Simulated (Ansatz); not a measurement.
## How far each method lies from full CI for NH4⁺, triplet

Geometry: that of the NH4⁺, singlet, kept fixed. The singlet lies 14.7 eV lower here.

```xyz
5

N     0.0000    0.0000    0.0000
H     0.5903    0.5923    0.5902
H    -0.5929   -0.5882    0.5917
H    -0.5890    0.5896   -0.5943
H     0.5916   -0.5937   -0.5876
```

Basis cc-pVDZ; Ansatz 0.2.0. Only valence electrons are correlated (noble-gas cores frozen), which leaves 8 electrons in 33 orbitals. R marks a restricted (for open shells ROHF) determinant, U an unrestricted one. Active spaces: valence = (8e, 8o) chosen from the atoms' valence shells.

Full CI is exact within this basis and frozen core; it isn't the basis-set limit. The frozen core follows each run's orbitals, which can shift R against U totals by a few meV.

For open shells CISD and CISDTQ are restricted-active-space CI with the open shells as a complete middle space.

```
UHF ⟨S²⟩                          : 2.006
T1 diagnostic (RCCSD)             : 0.0485
largest doubles amplitude (RCCSD) : 0.062
```

```
                   level  E − E(full CI) (kcal/mol)  share of correlation (%)     wall time
                    CISD                       8.32                     93.01         1.1 s
                  CISDTQ                       0.30                     99.75  3.4 s (H100)
  CASSCF (valence space)                      75.43                     36.60             –
  NEVPT2 (valence space)                      18.16                     84.73         2.8 s
  MRCISD (valence space)                       5.87                     95.06             –
MRCISD+Q (valence space)                       3.37                     97.17         3.9 s
```

The correlation energy at full CI, counted from the determinant under the R cluster runs, is -5.159 eV. That run took 27 s on 5 threads of AMD EPYC 7R13 with a whole H100 80 GB, shared host over 418,608,000 determinants.

Run but not shown, since their state or frozen core can't be matched to the reference's or they repeat it: RHF, UHF, RMP2, UMP2, RCCSD, UCCSD, RCCSD(T), UCCSD(T), BCCD(T), RCCSDT, UCCSDT, RCCSDT(Q), UCCSDT(Q), RCCSDTQ, UCCSDTQ.

Times hold each run's SCF and search for its determinant on a shared host, so for small cases they say little of a method's own cost; rows without a card ran on 1 thread of AMD EPYC 7R13.

The full-CI state has the irrep B1 of C2v, in the program's axes (one component, if the state is degenerate).

Natural occupations of full CI about the gap: 1.974 1.960 1.886 1.069 0.914 0.089 0.026 0.023 0.009 0.008; effectively unpaired electrons, Σ n²(2−n)², 2.07.
